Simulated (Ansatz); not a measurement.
Two isomers of C3H6FNO: A = `C[C@@H]1O[C@]1(N)F`, B = `C/N=C(\F)OC`.

Gas-phase electronic energies from Ansatz, PBE0-D4/def2-TZVP geometries. CBS: MP2 limit from def2 TZ/QZ plus the TZ coupled-cluster correction, frozen cores. DFT in def2-TZVPP. B3LYP here is the variant with VWN-RPA as its local correlation; programs differ in this. Each species was taken in one conformer, which may not be the lowest.

A:

```xyz
12

C    -0.218    0.754    1.571
C     0.444    0.254    0.331
O     0.258    1.051   -0.878
C    -0.289   -0.204   -0.850
N     0.125   -1.088   -1.860
F    -1.641   -0.253   -0.747
H     0.306    1.631    1.957
H    -0.194   -0.021    2.342
H    -1.256    1.021    1.377
H     1.470   -0.095    0.441
H    -0.120   -2.046   -1.651
H     1.116   -1.004   -2.033
```

B:

```xyz
12

C     1.905    0.541    0.529
N     0.654    0.015    0.042
C    -0.429    0.513    0.401
F    -0.575    1.542    1.237
O    -1.634    0.123    0.026
C    -1.660   -0.977   -0.875
H     2.453   -0.256    1.038
H     1.799    1.386    1.216
H     2.516    0.856   -0.320
H    -2.712   -1.164   -1.077
H    -1.191   -1.851   -0.423
H    -1.128   -0.728   -1.795
```

**Question.** Which is lower in electronic energy at CCSD(T)/CBS, and by how much? (An estimate is asked.)

**Answer.** The calculation gave: B, by 20.3 kJ/mol.

**Question.** Give E(B) − E(A) in kJ/mol with B3LYP-D4, HF/def2-TZVPP, B2PLYP, LDA (SPW92), CCSD(T)/def2-SVP, PBE-D4, B3LYP. (Estimate.)

**Answer.** The calculation gave: B3LYP-D4 -38.1, HF/def2-TZVPP -46.9, B2PLYP -33.4, LDA (SPW92) -13.5, CCSD(T)/def2-SVP -34.4, PBE-D4 -22.2, B3LYP -39.1. None reverses the order clearly.

**Question.** Does the order hold for the free energy at 298.15 K (harmonic terms from PBE0-D4)? (Best estimate.)

**Answer.** Computed: Yes: G(B) − G(A) = -23.7 kJ/mol, for one conformer each.

Largest T1 diagnostic: 0.012.

In def2-TZVPP, CCSD(T) changes the Hartree–Fock value by +22.4 kJ/mol (the triples alone add −0.1 kJ/mol) and MP2 by +28.5 kJ/mol. At CCSD(T), def2-SVP lies −14.1 kJ/mol from the extrapolated value and def2-TZVPP −4.2 kJ/mol.
